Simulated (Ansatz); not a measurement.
# BP+ (quartet): from Hartree-Fock to the top rungs, def2-QZVPP

An exercise on one series of results from a longer session: the logs are not shown, and one member is left open.

Method: def2-QZVPP, core rule «outside noble gas», up to 6 orbitals frozen; program: Ansatz 0.2.0, Gaussian basis.

The runs, in order: UHF; ROHF; CCSD(T) on UHF.

**What is computed**

The geometry is a PBE0/def2-TZVP stationary point (not a proven minimum).

2 atoms, charge 1, spin multiplicity 4.

Atoms are counted from 1 here; the program's logs count them from 0.

Bond lengths: B1–P2 1.846 Å.

Set-up of the first run:

in.yaml reads:

```yaml
crystal:
  periodic: [false, false, false]
  atoms:
    - {symbol: B, position_ang: [0.000000, 0.000000, 0.000000]}
    - {symbol: P, position_ang: [0.000000, 0.000000, 1.846300]}
basis:
  gaussian: {orbitals: "def2-QZVPP.json"}
total_charge: 1
magnetization: {spin_polarized: true, initial_magnetization: 3}
hamiltonian: {xc: hf}
output: {orbitals: {seedname: orbitals}}
```

Run with:

```
$ ansatz run in.yaml --threads 1 --pin off --events-out ev --progress --plain --max-ram 2393MiB
```

Steps of the session up to this table: UHF; ROHF; CCSD(T) on UHF.

One of the session's tables, all rows but one given; the rest of the session is left out.

| method | from UCCSD(T) (kcal/mol) |
| --- | --- |
| ROHF | +115.73 |
| UHF | +112.82 |
| UMP2 | ? |
| UCCSD | +6.22 |
| UCCSD(T) | 0 |

Estimate the missing values for UMP2.

The run gave: from UCCSD(T) (kcal/mol): +23.36. In the column «from UCCSD(T) (kcal/mol)» it lies between UCCSD (+6.22) and UHF (+112.82).
